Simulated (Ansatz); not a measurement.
System: H₂F, doublet: collinear F-H-H surface. Scanned: F-H distance and H-H distance.

Cartesian coordinates as functions of the variables (Å; names that start with a are angles):
```
F  0  0  -r1
H  0  0  0
H  0  0  r2
```

Level of theory: CCSD on UHF/aug-cc-pVTZ, frozen core (Ansatz, an electronic-structure program).

Energy in kJ/mol above the lowest grid point; x is the F-H distance (Å), y the H-H distance (Å).

```
y \ x   0.78   0.87   0.94   1.02   1.11   1.20   1.30   1.42   1.57   1.77   2.03   2.38   2.67
-----  -----  -----  -----  -----  -----  -----  -----  -----  -----  -----  -----  -----  -----
2.15    79.9    6.8    0.0   22.4   68.5  124.9  191.1  268.8  356.8  449.2  514.6  534.3  535.7
1.91    81.5    7.9    0.7   22.5   68.0  123.7  189.0  265.3  350.9  437.6  490.7  502.3  502.8
1.63    87.6   12.5    4.0   24.3   67.9  121.5  184.2  256.2  333.9  403.0  433.5  438.3  438.4
1.42    99.1   21.4   10.7   28.3   68.6  118.6  176.3  240.6  304.6  351.1  366.7  368.6  368.4
1.27   114.7   33.6   20.0   34.1   70.1  115.2  166.3  220.9  269.9  299.7  307.8  308.2  307.3
1.14   136.7   50.9   33.4   42.7   72.8  111.1  153.5  196.4  230.7  248.3  251.8  251.5  250.1
1.05   159.1   68.6   47.2   51.8   76.2  108.1  142.9  176.3  200.7  211.4  212.4  211.6  210.2
0.96   190.1   93.3   66.9   65.3   82.3  106.3  132.3  155.9  171.2  176.3  175.3  173.9  172.6
0.89   222.5  119.5   88.0   80.5   90.5  107.5  126.2  142.2  151.2  152.6  150.2  148.7  147.3
0.82   265.0  154.3  116.8  102.2  104.2  113.6  124.7  133.5  136.8  135.0  131.5  129.7  128.4
0.76   312.4  193.8  150.1  128.6  123.1  125.6  130.2  133.0  132.0  127.7  123.4  121.5  120.1
0.70   373.7  246.0  195.2  165.9  152.3  147.7  145.8  143.1  138.1  131.7  126.5  124.0  123.2
0.63   470.2  330.0  269.9  230.5  206.8  193.8  184.5  175.7  166.6  157.8  151.8  149.1  148.4
```

Points that lie below all their neighbours on the grid: x = 0.94, y = 2.15 on the edge of the grid (0.0 kJ/mol); x = 2.67, y = 0.76 on the edge of the grid (120.1 kJ/mol). The lowest path on the grid from the first to the second passes x = 1.42, y = 0.76 at 133.0 kJ/mol.
